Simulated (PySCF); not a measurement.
# TDDFT excited states: C2H7PS

Compound: C2H7PS.
Numbering: `[CH3:1][PH:2]([CH3:3])=[S:4]` (hydrogens: H5, H6, H7 on C1; H8 on P2; H9, H10, H11 on C3)

Computed, not measured: TDDFT CAM-B3LYP/def2-SVPD, vertical, gas phase, core orbitals frozen in the response (PySCF 2.14.0, density-fitted response routines). Isolated species at its PBE0-D3(BJ)/def2-SVP geometry, gas phase.

Question: Predict the UV-vis stick spectrum at this level.

Answer: 

```
state  E (eV)  λ (nm)  ν̃ (cm⁻¹)       f  |μ| (D)     main configurations (H = HOMO, L = LUMO)
   S1    5.72   216.8      46130  0.0008     0.19                       H→L (56%), H→L+1 (35%)
   S2    5.90   210.2      47570   0.028     1.11                   H-1→L (43%), H-1→L+1 (42%)
   S3    6.09   203.6      49120   0.061     1.62          H→L+3 (41%), H→L+1 (24%), H→L (23%)
   S4    6.10   203.1      49240   0.045     1.39    H-1→L+3 (41%), H-1→L (33%), H-1→L+1 (13%)
   S5    6.33   195.8      51080   0.018     0.86  H-1→L+2 (69%), H-1→L+8 (10%), H-1→L+5 (10%)
   S6    6.54   189.4      52790   0.047     1.38                   H→L+2 (52%), H-1→L+4 (16%)
```

The lowest singlet lies at 5.72 eV (217 nm, ultraviolet) and is very weak; its leading configuration is HOMO→LUMO (56%). The strongest level in the table is S3 at 6.09 eV (204 nm, f = 0.061). Löwdin shares by element: HOMO (one of a set within 0.03 eV) sulfur 76%, phosphorus 14%, carbon 8%; LUMO carbon 33%, sulfur 15%, hydrogen 9% or more (atoms not listed hold the other 43%). Weighted by f, the mean energy of these states is 6.20 eV. The listed states span 0.83 eV, and the widest gap between neighbours is 0.23 eV (S4 to S5). The oscillator strengths of these states sum to 0.199; summed over the whole spectrum of an exact calculation they would give the number of electrons, 50 (Thomas–Reiche–Kuhn). No computed singlet lies in the visible range (380 to 750 nm); the lowest, at 217 nm, stands 2.46 eV above its violet end (3.26 eV). Only the lowest 6 singlets were computed, as vertical energies without vibronic structure.

On Arm Neoverse V1, one thread, shared host with 32 logical CPUs at a one-minute load of 29, this took 16 s wall and 0.70 GiB of memory at its peak.
